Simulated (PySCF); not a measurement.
PySCF input (M06-2X/def2-TZVPD):

```python
from pyscf import gto, scf, dft

mol = gto.M(
    atom='''
    O     0.05728725    0.81312084   -0.03996413
    O     0.04221979   -0.70897730   -0.01520246
    H    -0.79605634   -0.83314830    0.44133267
    ''',
    basis='def2-tzvpd',
    charge=-1,
    spin=0,
    verbose=4,
)

mf = dft.RKS(mol, xc='m062x').density_fit(auxbasis='def2-universal-jkfit')
mf.grids.level = 4
mf.conv_tol = 1e-9
mf.max_cycle = 100
mf.max_memory = 1500
mf.kernel()
if not mf.converged:
    mf = mf.newton()
    mf.kernel(mf.make_rdm1())
mf.analyze()
```

End of the output:

```
Extra cycle  E= -150.942476758482  delta_E= -1.47e-11  |g|= 2.21e-06  |ddm|= 9.06e-06
converged SCF energy = -150.942476758482
**** SCF Summaries ****
Total Energy =                        -150.942476758481746
Nuclear Repulsion Energy =              28.854227331537132
One-electron Energy =                 -270.601813908174790
Two-electron Energy =                   90.805109818155898
Two-electron Coulomb Energy =          108.392325581056909
DFT Exchange-Correlation Energy =      -17.587215762901010
HOMO-LUMO gap [eV] =                     5.506031614777933
**** MO energy ****
MO #1   energy= -19.4001236439698  occ= 2
MO #2   energy= -19.3283537496629  occ= 2
MO #3   energy= -0.894116268157958 occ= 2
MO #4   energy= -0.645410051182594 occ= 2
MO #5   energy= -0.292682612115421 occ= 2
MO #6   energy= -0.189303527147744 occ= 2
MO #7   energy= -0.179860895353842 occ= 2
MO #8   energy= -0.0430297514055279 occ= 2
MO #9   energy= -0.0203460146593898 occ= 2
MO #10  energy= 0.181996916741865  occ= 0
MO #11  energy= 0.207869519872906  occ= 0
MO #12  energy= 0.244497673713094  occ= 0
MO #13  energy= 0.255012088434281  occ= 0
MO #14  energy= 0.279449568655458  occ= 0
MO #15  energy= 0.299059710683166  occ= 0
MO #16  energy= 0.300720068431163  occ= 0
MO #17  energy= 0.352999234214721  occ= 0
MO #18  energy= 0.397617156260272  occ= 0
MO #19  energy= 0.400735975035772  occ= 0
MO #20  energy= 0.453063625418888  occ= 0
MO #21  energy= 0.478546297797823  occ= 0
MO #22  energy= 0.486702145789631  occ= 0
MO #23  energy= 0.642776714115078  occ= 0
MO #24  energy= 0.65468837463538   occ= 0
MO #25  energy= 0.66517209479138   occ= 0
MO #26  energy= 0.707200942205118  occ= 0
MO #27  energy= 0.711464330287669  occ= 0
MO #28  energy= 0.725531525181661  occ= 0
MO #29  energy= 0.74354449657907   occ= 0
MO #30  energy= 0.756234000447888  occ= 0
MO #31  energy= 0.765280837938561  occ= 0
MO #32  energy= 0.819192227011484  occ= 0
MO #33  energy= 0.903252978689579  occ= 0
MO #34  energy= 0.959015427216889  occ= 0
MO #35  energy= 0.963740067064276  occ= 0
MO #36  energy= 1.08010993648992   occ= 0
MO #37  energy= 1.12007167022489   occ= 0
MO #38  energy= 1.13084670439826   occ= 0
MO #39  energy= 1.1680951760175    occ= 0
MO #40  energy= 1.21955075795668   occ= 0
MO #41  energy= 1.46396326810152   occ= 0
MO #42  energy= 1.79349465857913   occ= 0
MO #43  energy= 1.80736790201669   occ= 0
MO #44  energy= 1.86417081914337   occ= 0
MO #45  energy= 2.02051491867837   occ= 0
MO #46  energy= 2.06851616765617   occ= 0
MO #47  energy= 2.08312407166804   occ= 0
MO #48  energy= 2.13531366473331   occ= 0
MO #49  energy= 2.18328030466073   occ= 0
MO #50  energy= 2.3658668303249    occ= 0
MO #51  energy= 2.43206482407108   occ= 0
MO #52  energy= 2.60485674249412   occ= 0
MO #53  energy= 2.6665790265472    occ= 0
MO #54  energy= 2.7559847023372    occ= 0
MO #55  energy= 2.98969401910055   occ= 0
MO #56  energy= 3.03839390230277   occ= 0
MO #57  energy= 3.08207821188238   occ= 0
MO #58  energy= 3.15677783377487   occ= 0
MO #59  energy= 3.25731286948674   occ= 0
MO #60  energy= 3.35640167942977   occ= 0
MO #61  energy= 3.45774777882905   occ= 0
MO #62  energy= 4.11510834391092   occ= 0
MO #63  energy= 4.31350782781811   occ= 0
MO #64  energy= 5.11475184307397   occ= 0
MO #65  energy= 5.17867102396916   occ= 0
MO #66  energy= 5.26413581028458   occ= 0
MO #67  energy= 5.28983297612728   occ= 0
MO #68  energy= 5.41109971944146   occ= 0
MO #69  energy= 5.52545075277555   occ= 0
MO #70  energy= 5.53106815042594   occ= 0
MO #71  energy= 5.64114878956683   occ= 0
MO #72  energy= 5.7045377910202    occ= 0
MO #73  energy= 5.73153089030461   occ= 0
MO #74  energy= 5.99171747656852   occ= 0
MO #75  energy= 6.05275060600069   occ= 0
MO #76  energy= 6.40210987706202   occ= 0
MO #77  energy= 6.55640161533947   occ= 0
MO #78  energy= 6.67979289853015   occ= 0
MO #79  energy= 6.6924324442563    occ= 0
MO #80  energy= 6.72856395690105   occ= 0
MO #81  energy= 6.75024076665902   occ= 0
MO #82  energy= 6.77715073385844   occ= 0
MO #83  energy= 7.01082049788825   occ= 0
MO #84  energy= 7.120266904544     occ= 0
MO #85  energy= 7.17555710300029   occ= 0
MO #86  energy= 7.37693816115164   occ= 0
MO #87  energy= 8.0997866354864    occ= 0
MO #88  energy= 43.7863317702206   occ= 0
MO #89  energy= 44.4083763694      occ= 0
 ** Mulliken pop on meta-lowdin orthogonal AOs  **
 ** Mulliken pop  **
pop of  0 O 1s            1.99998
pop of  0 O 2s            1.92170
pop of  0 O 3s            0.00864
pop of  0 O 4s            0.00133
pop of  0 O 5s            0.00060
pop of  0 O 6s            0.00027
pop of  0 O 2px           1.96319
pop of  0 O 2py           0.85153
pop of  0 O 2pz           1.96506
pop of  0 O 3px           0.02441
pop of  0 O 3py           0.00137
pop of  0 O 3pz           0.02319
pop of  0 O 4px           0.00109
pop of  0 O 4py           0.00013
pop of  0 O 4pz           0.00107
pop of  0 O 5px           0.00006
pop of  0 O 5py           0.00052
pop of  0 O 5pz           0.00004
pop of  0 O 3dxy          0.00056
pop of  0 O 3dyz          0.00085
pop of  0 O 3dz^2         0.00065
pop of  0 O 3dxz          0.00004
pop of  0 O 3dx2-y2       0.00167
pop of  0 O 4dxy          0.00099
pop of  0 O 4dyz          0.00146
pop of  0 O 4dz^2         0.00007
pop of  0 O 4dxz          0.00005
pop of  0 O 4dx2-y2       0.00010
pop of  0 O 5dxy          0.00201
pop of  0 O 5dyz          0.00277
pop of  0 O 5dz^2         0.00004
pop of  0 O 5dxz          0.00005
pop of  0 O 5dx2-y2       0.00007
pop of  0 O 4f-3          0.00009
pop of  0 O 4f-2          0.00000
pop of  0 O 4f-1          0.00006
pop of  0 O 4f+0          0.00004
pop of  0 O 4f+1          0.00001
pop of  0 O 4f+2          0.00006
pop of  0 O 4f+3          0.00009
pop of  1 O 1s            1.99998
pop of  1 O 2s            1.72739
pop of  1 O 3s            0.00769
pop of  1 O 4s            0.00228
pop of  1 O 5s            0.00106
pop of  1 O 6s            0.00028
pop of  1 O 2px           1.60464
pop of  1 O 2py           1.26792
pop of  1 O 2pz           1.86505
pop of  1 O 3px           0.00358
pop of  1 O 3py           0.00180
pop of  1 O 3pz           0.00594
pop of  1 O 4px           0.00045
pop of  1 O 4py           0.00040
pop of  1 O 4pz           0.00021
pop of  1 O 5px           0.00040
pop of  1 O 5py           0.00022
pop of  1 O 5pz           0.00042
pop of  1 O 3dxy          0.00364
pop of  1 O 3dyz          0.00312
pop of  1 O 3dz^2         0.00186
pop of  1 O 3dxz          0.00395
pop of  1 O 3dx2-y2       0.00286
pop of  1 O 4dxy          0.00297
pop of  1 O 4dyz          0.00351
pop of  1 O 4dz^2         0.00038
pop of  1 O 4dxz          0.00048
pop of  1 O 4dx2-y2       0.00043
pop of  1 O 5dxy          0.00333
pop of  1 O 5dyz          0.00423
pop of  1 O 5dz^2         0.00016
pop of  1 O 5dxz          0.00014
pop of  1 O 5dx2-y2       0.00041
pop of  1 O 4f-3          0.00008
pop of  1 O 4f-2          0.00005
pop of  1 O 4f-1          0.00006
pop of  1 O 4f+0          0.00017
pop of  1 O 4f+1          0.00011
pop of  1 O 4f+2          0.00024
pop of  1 O 4f+3          0.00009
pop of  2 H 1s            0.67388
pop of  2 H 2s            0.01075
pop of  2 H 3s            0.00528
pop of  2 H 2px           0.00235
pop of  2 H 2py           0.00235
pop of  2 H 2pz           0.00474
pop of  2 H 3px           0.00091
pop of  2 H 3py           0.00124
pop of  2 H 3pz           0.00059
 ** Mulliken atomic charges  **
charge of    0O =     -0.77590
charge of    1O =     -0.52199
charge of    2H =      0.29789

WARN: System has nonzero charge -1; the dipole moment is origin-dependent.
Location of origin: [0. 0. 0.]

Dipole moment(X, Y, Z, Debye): -1.39618, -2.21080,  0.78220
```

It need not be the lowest isomer of its formula. Whether it binds its extra electron was not tested at this geometry.
